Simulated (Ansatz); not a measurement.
Ansatz (a program for electronic structure) input (PBE0/6-311G**): A basis named .json is the Basis Set Exchange file of that set (core-valence sets with the plain set on hydrogen).

Ansatz 0.2 input:
```yaml
crystal:
  periodic: [false, false, false]
  atoms:
    - {symbol: B, position_ang: [-0.00269306, 0.50230670, -0.01136945]}
    - {symbol: F, position_ang: [1.14286566, -0.13323795, 0.01059612]}
    - {symbol: F, position_ang: [-1.14136952, -0.14582133, -0.00427976]}
basis:
  gaussian:
    orbitals: 6-311G__.json
hamiltonian:
  xc: {name: PBE0}
magnetization: {spin_polarized: true, initial_magnetization: 1}
```

Output:

```
Functional definition: PBE0
integrals: 0.01 GiB planned
498 factors; their error is unknown
mean field: 0.15 GiB planned
mean field evaluation 1: about -6104.6929 eV, gradient 2.4e1 eV
mean field evaluation 2: about -6102.9241 eV, gradient 3.6e1 eV
mean field evaluation 4: about -6106.3018 eV, gradient 3.6e-1 eV
mean field evaluation 8: about -6106.3003 eV, gradient 3.7e-3 eV
mean field -6106.30029318 eV, -224.4023967753 hartree, gradient 1.4e-5 eV, S^2 0.751783; 0 other end points of the search recorded, 0 dependent functions left out
reference -6106.30031039 eV, -224.4023974077 hartree; 12, 11 occupied and 42, 43 virtual orbitals, 498 factors
Total energy: -6106.30031039 eV, -224.4023974077 hartree
```
